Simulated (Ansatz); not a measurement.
# C₃H₅Cl₃: how energies converge with the basis set

Aim: see how fast density functionals and correlated methods converge with the basis set for C₃H₅Cl₃.

Computed with Ansatz 0.2.0, Gaussian basis. Level: one geometry, several basis sets.

Levels to be run: PBE0-D4/def2-SVP; ωB97M-V/def2-SVP; PBE0-D4/def2-QZVPP; ωB97M-V/def2-QZVPP; CCSD(T)/cc-pV(D+d)Z; CCSD(T)/cc-pV(T+d)Z; MP2/cc-pV(Q+d)Z; the functionals' def2-TZVPP values are taken from earlier runs.

## 1. The geometry

An earlier PBE0-D4 in a triple-zeta def2 set relaxation fixed the geometry.

11 atoms, charge 0, spin multiplicity 1.

Atoms are counted from 1 here; the program's logs count them from 0.

Bond lengths: Cl1–C2 1.772 Å, C2–C3 1.510 Å, C2–H7 1.089 Å, C2–H8 1.090 Å, C3–Cl4 1.787 Å, C3–C5 1.516 Å, C3–H9 1.090 Å, C5–Cl6 1.782 Å, C5–H10 1.087 Å, C5–H11 1.090 Å. Angles: Cl1–C2–C3 112.3°, Cl1–C2–H7 107.3°, Cl1–C2–H8 107.8°, C3–C2–H7 109.2°, C3–C2–H8 110.7°, H7–C2–H8 109.6°, C2–C3–Cl4 110.6°, C2–C3–C5 112.4°, C2–C3–H9 110.3°, Cl4–C3–C5 106.7°, Cl4–C3–H9 106.4°, C5–C3–H9 110.2°, C3–C5–Cl6 111.0°, C3–C5–H10 110.2°, C3–C5–H11 111.2°, Cl6–C5–H10 107.3°, Cl6–C5–H11 107.8°, H10–C5–H11 109.3°.

## 2. PBE0-D4 in def2-SVP

The input, in.yaml:

```yaml
crystal:
  periodic: [false, false, false]
  atoms:
    - {symbol: Cl, position_ang: [-2.696927, -0.675319, -0.040896]}
    - {symbol: C, position_ang: [-1.154644, 0.086812, -0.464651]}
    - {symbol: C, position_ang: [-0.007963, -0.445789, 0.360191]}
    - {symbol: Cl, position_ang: [0.333561, -2.148421, -0.062082]}
    - {symbol: C, position_ang: [1.276961, 0.325041, 0.130061]}
    - {symbol: Cl, position_ang: [1.134059, 1.998824, 0.724584]}
    - {symbol: H, position_ang: [-1.260755, 1.155726, -0.282587]}
    - {symbol: H, position_ang: [-0.978521, -0.087084, -1.526070]}
    - {symbol: H, position_ang: [-0.267839, -0.437348, 1.418853]}
    - {symbol: H, position_ang: [2.095967, -0.141313, 0.672455]}
    - {symbol: H, position_ang: [1.526111, 0.368882, -0.929839]}
basis:
  gaussian: {orbitals: def2-SVP}
hamiltonian: {xc: pbe0, dispersion: d4}
output: {orbitals: {seedname: orbitals}}
```

On the command line:

```sh
$ ansatz run in.yaml --threads 2 --pin off --events-out ev --progress --plain --max-ram 22528MiB --backend cpu
```

The runs that follow: ωB97M-V in def2-SVP; PBE0-D4 in def2-QZVPP; ωB97M-V in def2-QZVPP; CCSD(T) in cc-pV(D+d)Z; CCSD(T) in cc-pV(T+d)Z; MP2 in cc-pV(Q+d)Z.

**Question.** What will the summary of the whole plan be? Wanted: MP2 correlation recovered, cc-pV(D+d)Z; MP2 correlation recovered, cc-pV(T+d)Z; MP2 correlation recovered, cc-pV(Q+d)Z; CCSD(T) limit from def2 sets; PBE0-D4: double and triple zeta above quadruple; ωB97M-V: double and triple zeta above quadruple.

**Answer**, as computed:

```
                                                                 quantity           value
                                   MP2 correlation recovered, cc-pV(D+d)Z          67.7 %
                                   MP2 correlation recovered, cc-pV(T+d)Z          87.5 %
                                   MP2 correlation recovered, cc-pV(Q+d)Z          94.8 %
CCSD(T) limit from def2 sets (earlier runs) less the limit of this series        -199 meV
                          PBE0-D4: double and triple zeta above quadruple  17.82, 1.28 eV
                          ωB97M-V: double and triple zeta above quadruple  17.81, 1.23 eV
```

In words: PBE0-D4 gains 16.54 eV from double to triple zeta, then 1.28 eV more. Correlation climbs from 68 % (cc-pV(D+d)Z) to 95 % (cc-pV(Q+d)Z) of the limit; Hartree-Fock is 0.149 eV from its own by then. A limit from the def2 sets, made apart, differs by 199 meV, a least measure of the doubt on such a limit. These are total energies; as a rule much of such shifts cancels in differences, which this series doesn't test. The LUMO of ωB97M-V is positive and keeps falling with the basis (2.67 to 1.59 eV): an unbound level that the basis holds in place.
